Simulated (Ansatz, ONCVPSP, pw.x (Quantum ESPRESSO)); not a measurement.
tantalum: does the ONCV potential hold in the solid?

```
Element                 : Ta (Z = 73)
Generator               : ONCVPSP 4.0.1.1 (patched build)
Type                    : optimised norm-conserving Vanderbilt (ONCV)
Functional              : LDA (Perdew-Wang 92)
Relativity              : scalar-relativistic
Frozen core             : [Kr] 4d10 4f14
Valence charge          : 13
Reference configuration : 5s2 5p6 5d3 6s2
Partial waves           : 5s+6s: rc 1.85 bohr, ncon 3, nbas 6, qcut 8.3 1/bohr, 2 projectors; 5p: rc 1.80 bohr, ncon 4, nbas 7, qcut 9 1/bohr, 2 projectors, debl 3.3 Ha; 5d: rc 1.75 bohr, ncon 4, nbas 8, qcut 5.1 1/bohr, 3 projectors, debl 1.9 Ha
Local potential         : polynomial inside 1.35 bohr (lpopt 5, dvloc0 6 Ha)
Core correction         : none
```

Atomic tests: cutoffs needed: 22 Ha and 27 Ha (the cutoffs (Ha) at which the residual kinetic energy of the hardest occupied pseudo-wave falls to 1 and 0.1 mHa per electron); ghost test: no bound ghost flagged; no localised positive-energy state flagged; largest excitation error: -12 meV (all-electron minus pseudo) for 5s2 5p6 5d2 6s0, out of 4 test configurations.

Crystal test: bcc Ta in pw.x 7.5, no spin, 14³ k-points, Fermi–Dirac smearing 0.01 Ry, cutoffs 65/260 Ry. The reference is all-electron LAPW (Ansatz 0.2.0) with the same functional, mesh and smearing; V0 and B0 come from Birch–Murnaghan fits to the pressures at five volumes. Errors are pseudo minus all-electron; Δ is the rms difference of the E(V) curves that follow from these fits, minima aligned, over ±6 % about the mean V0. Mesh and smearing are coarse, so the numbers serve the comparison and aren't converged zero-temperature values; the lattice is a test structure that the element need not adopt.

All-electron: a0 = 3.255 Å (V0 = 17.24 Å³/atom), B0 = 217.7 GPa.

Task: How far does the potential miss the all-electron equation of state?

Result: mean pressure error (GPa): -3.62; a0 (Å): 3.237; a0 error (%): -0.55; B0 error (%): -0.5; Δ (meV/atom): 13.5. This is a poor potential for the solid.

```tsv
V (Å³/atom)	P all-electron (GPa)	P pseudo (GPa)
16.272	13.97	9.57
16.700	7.30	3.35
17.128	1.38	-2.19
17.556	-3.88	-7.12
17.984	-8.54	-11.48
```

Task: At the middle volume, how do free energy and pressure move when the wave cutoff is lowered (ecutrho kept at four times it)?

Result:

| cutoff (Ry) | shift of F (meV/atom) | shift of P (GPa) |
| --- | --- | --- |
| 29 | +1857.6 | -41.87 |
| 39 | +435.9 | -17.42 |
| 52 | +33.6 | -2.40 |

The run at the middle volume (104 k-points, 7 iterations) took about 33 s on one core of a shared host (Neoverse-N1, 64 threads, 124 GiB, load 58).
